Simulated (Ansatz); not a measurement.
C$_{3}$H$_{6}$FN (`C=C(N)CF`): the same geometry under several functionals.

```yaml
crystal:
  periodic: [false, false, false]
  atoms:
    - {symbol: C, position_ang: [-0.760898, 1.271561, 0.139153]}
    - {symbol: C, position_ang: [-0.058909, 0.171294, -0.142555]}
    - {symbol: N, position_ang: [0.577885, -0.093521, -1.339860]}
    - {symbol: C, position_ang: [-0.010797, -0.971204, 0.818998]}
    - {symbol: F, position_ang: [1.295796, -1.426602, 0.964973]}
    - {symbol: H, position_ang: [-0.870206, 2.079715, -0.574526]}
    - {symbol: H, position_ang: [-1.266792, 1.369306, 1.089372]}
    - {symbol: H, position_ang: [1.391566, -0.682480, -1.252687]}
    - {symbol: H, position_ang: [0.745807, 0.709457, -1.924084]}
    - {symbol: H, position_ang: [-0.598058, -1.815146, 0.442259]}
    - {symbol: H, position_ang: [-0.380095, -0.669278, 1.799357]}
basis:
  gaussian: {orbitals: def2-TZVPP}
hamiltonian: {xc: {name: B2PLYP}}
```

```sh
$ ansatz run in.yaml --threads 4 --pin off --events-out ev --progress --plain --max-ram 10444MiB
```

Output, abridged:

```
Functional definition: B2PLYP
1441 factors; integrals over basis functions are off by at most 9.5e-4 eV
mean field evaluation 1: about -7398.7336 eV, gradient 5.1e1 eV
mean field evaluation 2: about -7398.8746 eV, gradient 5.1e1 eV
mean field evaluation 4: about -7404.1474 eV, gradient 4.0e0 eV
mean field evaluation 8: about -7404.1865 eV, gradient 4.6e-1 eV
mean field evaluation 16: about -7404.1870 eV, gradient 1.0e-4 eV
mean field -7404.18699032 eV, -272.0988531559 hartree, gradient 9.5e-6 eV, S^2 0.000000; 0 other end points of the search recorded, 0 dependent functions left out
5 core orbitals not correlated: weight in the atoms' cores, before any rotation towards them, 1.000 or more for the frozen orbitals, at most 0.000 for the correlated occupied ones
reference -7404.18714466 eV, -272.0988588281 hartree; 15, 15 occupied and 219, 219 virtual orbitals, 1441 factors
second order -31.25652955 eV of doubles, -0.00000000 eV of singles
Total energy: -7412.62640764 eV, -272.4089960222 hartree
```

Run time 4 s (4 threads of an Arm Neoverse V1 on a shared host); peak host memory 0.6 GiB.

Changing it to `hamiltonian: {xc: {name: B3LYP}, dispersion: d4}` and forces (abridged; 3.2 s):

```
Functional definition: B3LYP
mean field evaluation 16: about -7418.4280 eV, gradient 3.0e-5 eV
mean field -7418.42804912 eV, -272.6222024140 hartree, gradient 3.0e-5 eV, S^2 0.000000
Total energy: -7418.72315906 eV, -272.6330475043 hartree
Atom 0 force    -0.087493     0.141911     0.035150 eV/Å
Atom 1 force    -0.099589     0.067256     0.123786 eV/Å
Atom 2 force     0.121576    -0.026531    -0.197692 eV/Å
Atom 3 force    -0.451384     0.002804     0.088838 eV/Å
Atom 4 force     0.395410    -0.147771     0.060104 eV/Å
Atom 5 force     0.001817    -0.045794     0.052756 eV/Å
Atom 6 force     0.029994     0.012831    -0.072664 eV/Å
Atom 7 force     0.010037     0.010015    -0.042442 eV/Å
Atom 8 force     0.017964    -0.013209    -0.026829 eV/Å
Atom 9 force     0.037637     0.039053     0.038158 eV/Å
Atom 10 force     0.024029    -0.040566    -0.059163 eV/Å
Dipole moment:    -0.042030     0.096594    -0.143136 e Å
```

B3LYP takes the VWN-RPA correlation (the form of Gaussian; ORCA's B3LYP/G).
